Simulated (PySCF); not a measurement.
Species: P2H3 (charge -1).
InChI=1S/H3P2/c1-2/h1H,2H2/q-1

Torsions of this conformer, `[PH-:1][PH2:2]`: H–P1–P2–H -133°, H–P1–P2–H 134°.

The closed-shell ground state was solved at several levels (PySCF, density fitting, gas phase, non-relativistic). One conformer (not necessarily the lowest) at the PBE0-D3(BJ)/def2-SVP geometry, without solvent, vibrations or thermal averaging. The geometry's basis has no diffuse functions, a weakness for an anion. Where the HOMO energy is positive, the finite basis confines the outermost electrons. No diffuse functions stand in pcSseg-1 and pcSseg-2, which bears on an anion's orbital energies.

| level | basis functions | HOMO (eV) | LUMO (eV) | gap (eV) |
| --- | --- | --- | --- | --- |
| PBE0/pcSseg-1 | 63 | 0.53 | 5.80 | 5.27 |
| CAM-B3LYP/def2-SVPD | 72 | -0.70 | 5.93 | 6.63 |

**Question.** Estimate the row for wB97X-D/pcSseg-2, a basis of 128 functions; the other rows only guide the guess.

**Answer.** HOMO -1.54 eV, LUMO 6.50 eV, gap 8.04 eV.

**Question.** Over all these levels, which gives the widest orbital gap and which the narrowest?

**Answer.** wB97X-D/pcSseg-2 (range-separated hybrid) has the widest, 8.04 eV, and PBE0/pcSseg-1 (global hybrid, 25 % exact exchange) the narrowest, 5.27 eV. Functional and basis both differ between the two, so the spread mixes both effects.
